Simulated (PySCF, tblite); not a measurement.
## Complex of hydrogen sulfide and dimethyl sulfide

A gas-phase complex of hydrogen sulfide and dimethyl sulfide; neutral, singlet. The structure comes from a short search (6 tight-binding starts) and was relaxed by PBE0-D3(BJ)/def2-SVPD; another way of binding may lie lower. No frequency run checks that it is a minimum.

```json
{"part": "1", "name": "hydrogen sulfide", "SMILES": "S", "atoms": "1–3", "charge": "0", "multiplicity": "1"}
{"part": "2", "name": "dimethyl sulfide", "SMILES": "CSC", "atoms": "4–12", "charge": "0", "multiplicity": "1"}
```

```xyz
12

S    -0.784    0.142   -0.076
H    -0.373   -0.959    0.626
H    -0.105   -0.234   -1.179
C    -1.798   -2.476    2.645
S    -0.018   -2.530    2.355
C     0.495   -1.144    3.390
H    -2.026   -2.621    3.710
H    -2.228   -1.524    2.300
H    -2.248   -3.294    2.069
H     1.585   -1.057    3.303
H     0.038   -0.204    3.048
H     0.234   -1.323    4.443
```
Atom numbers follow the order of the file, from 1.

Contacts between parts, classed by geometry: H2···S5 2.363 Å (hydrogen bond, 163°).

Interaction energies are complex less parts, with the parts frozen as they stand in it; counterpoise-corrected, in kcal/mol (PySCF).

Task: How strongly do the parts interact, level by level?

Result: 
```json
{"level": "wB97M-D3(BJ)/def2-TZVPD", "interaction": "-3.24", "superposition error removed": "-0.13"}
{"level": "PBE0-D3(BJ)/def2-TZVPD", "interaction": "-4.37", "superposition error removed": "-0.12"}
{"level": "RI-MP2/def2-TZVPD", "interaction": "-3.19", "superposition error removed": "-0.95"}
```

Task: What holds them together? Decompose the wB97M-D3(BJ)/def2-TZVPD energy: frozen parts, their antisymmetrised product, then relaxation.

Result: electrostatic -7.1, Pauli repulsion +10.5, orbital relaxation -4.8, dispersion correction -2.1 kcal/mol, which sum to the value before the counterpoise correction; the Pauli term holds the exchange-correlation of the frozen density too. Of the attraction, 51 % is electrostatic, 34 % is orbital relaxation, 15 % is dispersion correction.

The parts were also relaxed and run alone, at the levels used for the complex: shieldings by PBE0/pcSseg-2; core levels by delta-SCF with SCAN, pcX-2 on the ionised atom and pcseg-1 elsewhere, spin-free X2C (2p3/2 is the spin-free 2p value less a third of a first-order spin-orbit splitting).

Values alone: S1–H2 bond (Å): 1.350; shielding of H2 (ppm): 30.27; shielding of S5 (ppm): 577.0; shielding of S1 (ppm): 704.4; S1 2p3/2 core level (eV): 170.38; C4 1s core level (eV): 291.28; S5 2p3/2 core level (eV): 169.15.

Task: How do these values change when the complex forms?

Result: 
```
                property   alone  in the complex  change
          S1–H2 bond (Å)   1.350           1.369  +0.019
   shielding of H2 (ppm)   30.27           26.25   -4.02
   shielding of S5 (ppm)   577.0           573.3    -3.7
   shielding of S1 (ppm)   704.4           718.1   +13.7
S1 2p3/2 core level (eV)  170.38          169.32   -1.06
   C4 1s core level (eV)  291.28          291.46   +0.18
S5 2p3/2 core level (eV)  169.15          169.44   +0.29
```
